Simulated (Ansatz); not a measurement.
Results of PBEsol in Ansatz (plane waves, PAW) for 1T (CdI2-type) HfS₂.

Numerical settings: plane-wave cutoff 500 eV, 12×12×8 k mesh (along the axes of the cell as run), gaussian smearing 0.02 eV, scalar-relativistic PAW data made under PBE.

Computed at the level's own relaxed cell.

Problem. Give the computed equilibrium volume per atom, lattice constant a, lattice parameter c and band gap.

Solution. 
- equilibrium volume per atom: 22.15 Å³/atom
- lattice constant a: 3.592 Å
- lattice parameter c: 5.945 Å
- band gap: 0.93 eV (on the SCF k mesh)

Measured, for comparison: band gap 1.8 eV (temperature not stated, no zero-point or thermal correction, fundamental, indirect, our sources range from 1.80 to 1.96; as tabulated in Rybak et al. (2022), arXiv:2210.12074); lattice constant a 3.635 Å (temperature not stated, no zero-point or thermal correction; as tabulated in Björkman (2014), arXiv:1406.2436); lattice parameter c 5.83 Å (temperature not stated, zero-point anharmonic expansion removed (computed with revB86b-DF2); no thermal correction; as tabulated in Björkman (2014), arXiv:1406.2436). Computed (rounded) less measured: lattice constant a -1.2 %, lattice parameter c +2.0 %. A static lattice is as a rule a little smaller and stiffer than an uncorrected measurement, which narrows the difference in the lattice constant a and would widen misses of the other sign.

Note: the cell comes from a level without a dispersion term, which matters for the spacing of layers, chains or molecules; the cell has widely spaced layers and the level no dispersion term, so their spacing and the moduli can rest on weak binding.

Spin–orbit coupling is not included.

Computed values are for the static lattice.

It cost roughly 4 core-minutes of CPU time.

Ansatz is a quantum-chemistry and plane-wave program.
